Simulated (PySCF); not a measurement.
## Oxygen: a sound run and one with changed settings

Sound run: O [He] 2s2 2p4, O⁺ [He] 2s2 2p3. All numbers are calculated (PySCF 2.14, no relativity, point nucleus, in aug-cc-pVDZ). In the sound run the correlated levels freeze 1s2. The sound run starts from symmetry-adapted Hartree-Fock orbitals and uses a fine grid where one is needed.

Changed run: initial guess 1e, at most 50 SCF cycles.

```
species   method  sound run (hartree)  changed run (hartree)  converged
      O      UHF            -74.79660              -74.79660        yes
      O     BP86            -75.06708              -75.06708        yes
      O  CCSD(T)            -74.92565              -74.92565        yes
     O⁺   r2SCAN            -74.53503              -74.53503        yes
     O⁺      MP2            -74.42573              -74.42573        yes
```

Here the plain start reaches the same solutions.
